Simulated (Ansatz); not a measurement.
in.yaml

```yaml
crystal:
  periodic: [false, false, false]
  atoms:
    - {symbol: Ge, position_ang: [0.000000, 0.016765, 0.694339]}
    - {symbol: Al, position_ang: [0.000000, 0.016891, -1.784374]}
    - {symbol: H, position_ang: [0.000000, 1.424891, 1.319273]}
    - {symbol: H, position_ang: [1.232737, -0.722885, 1.255410]}
    - {symbol: H, position_ang: [-1.232737, -0.722885, 1.255410]}
    - {symbol: H, position_ang: [0.000000, 1.374041, -2.608403]}
    - {symbol: H, position_ang: [0.000000, -3.013515, -3.495233]}
basis:
  gaussian: {orbitals: "6-31G*"}
magnetization: {spin_polarized: true, initial_magnetization: 0}
correlation: {method: ccsd_t, electrons: valence, diis_vectors: 12}
accuracy: high
scf: {lower_state_search: light}
```

```sh
$ ansatz run in.yaml --threads 1 --pin off --events-out ev --progress --plain --max-ram 2393MiB
```

Question: Roughly how long does this take on 1 thread of Arm Neoverse V2, shared host, and how much host memory?

Answer: 31 s wall and 0.3 GiB.

```
1272 factors; integrals over basis functions are off by at most 4.6e-9 eV
mean field evaluation 1: about -63119.8231 eV, gradient 1.1e1 eV
mean field evaluation 2: about -63119.8502 eV, gradient 1.1e1 eV
mean field evaluation 4: about -63121.9799 eV, gradient 1.6e0 eV
mean field evaluation 8: about -63122.0123 eV, gradient 1.1e-1 eV
mean field evaluation 16: about -63122.4063 eV, gradient 2.5e0 eV
mean field evaluation 32: about -63123.9007 eV, gradient 4.5e-1 eV
mean field evaluation 64: about -63118.2438 eV, gradient 1.4e1 eV
mean field evaluation 96: about -63122.2307 eV, gradient 1.8e0 eV
mean field evaluation 128: about -63123.8983 eV, gradient 3.9e-1 eV
mean field evaluation 160: about -63122.2443 eV, gradient 4.9e-1 eV
...
cycle   8  -8.55914373 eV  change    1.4e-7 eV  update   4.5e-7
cycle   9  -8.55914312 eV  change    6.1e-7 eV  update   4.3e-7
cycle  10  -8.55914237 eV  change    7.5e-7 eV  update   3.7e-7
cycle  11  -8.55914142 eV  change    9.5e-7 eV  update   2.7e-7
cycle  12  -8.55914094 eV  change    4.8e-7 eV  update   1.3e-7
cycle  13  -8.55914077 eV  change    1.7e-7 eV  update   5.3e-8
cycle  14  -8.55914075 eV  change    1.6e-8 eV  update   2.3e-8
cycle  15  -8.55914076 eV  change   -9.5e-9 eV  update   1.0e-8
cycle  16  -8.55914076 eV  change    2.1e-9 eV  update   4.2e-9
cycle  17  -8.55914076 eV  change    1.3e-9 eV  update   1.6e-9
perturbative correction -0.20605242 eV, -0.0075722867 hartree
Total energy: -63132.66895181 eV, -2320.0827911191 hartree
```
